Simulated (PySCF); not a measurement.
Phosphorus: a sound run and one with changed settings

Sound run: P [Ne] 3s2 3p3, P⁺ [Ne] 3s2 3p2. All numbers are calculated (PySCF 2.14, the non-relativistic Hamiltonian (point nucleus), in cc-pV(T+d)Z (5s4p3d1f, 39 functions)). In the sound run the correlated levels freeze [Ne]. The sound run starts from symmetry-adapted Hartree-Fock orbitals and uses a fine grid where one is needed.

Changed run: all electrons correlated in a basis built for the valence shell.

```csv
species,method,sound run (hartree),changed run (hartree),converged
P,MP2,-340.79974,-340.90137,yes
P,CCSD(T),-340.82157,-340.92332,yes
P⁺,MP2,-340.41454,-340.51623,yes
P⁺,CCSD(T),-340.43727,-340.53935,yes
```

Ionisation energy of P:

| method | sound run (eV) | changed run (eV) |
| --- | --- | --- |
| UHF | 9.912 | 9.912 |
| MP2 | 10.482 | 10.480 |
| SCS-MP2 | 10.307 | 10.306 |
| CCSD | 10.416 | 10.408 |
| CCSD(T) | 10.458 | 10.448 |

A valence basis has no tight correlating functions, so it recovers only part of the core correlation, and not evenly between atom and ion.

For comparison, NIST gives 10.487 eV between the lowest levels.
